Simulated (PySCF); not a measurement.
Molecule: SMILES N#[N+][O-], N2O.

Molfile (atoms numbered from 1):
```
N2O
     RDKit          3D

  3  2  0  0  0  0  0  0  0  0999 V2000
   -1.1240   -0.1565    0.0132 N   0  0  0  0  0  0  0  0  0  0  0  0
   -0.0208    0.0679   -0.0064 N   0  0  0  0  0  0  0  0  0  0  0  0
    1.1284    0.3018   -0.0267 O   0  0  0  0  0  0  0  0  0  0  0  0
  1  2  3  0
  2  3  1  0
M  CHG  2   2   1   3  -1
M  END
```

Geometry PBE0-D3(BJ)/def2-SVP throughout; GIAO in PySCF, gas phase, one conformer, non-relativistic; equivalent atoms averaged; functional PBE0.

For orientation, cc-pVTZ gives these shifts δ (against NH3, H2O at the same level): N2 260.6, N1 168.7, O3 151.8 ppm.

A run gave: N2 264.6, N1 177.0, O3 158.6 ppm (shifts δ (against NH3, H2O at the same level)).

**Question.** Which basis set was used in that run?
A. def2-SVP
B. cc-pVDZ
C. pcSseg-1
D. pcSseg-3

**Answer.** C. O3 tells them apart best: pcSseg-1 gives 158.6, def2-SVP gives 138.3, cc-pVDZ gives 150.6, pcSseg-3 gives 142.8 ppm.
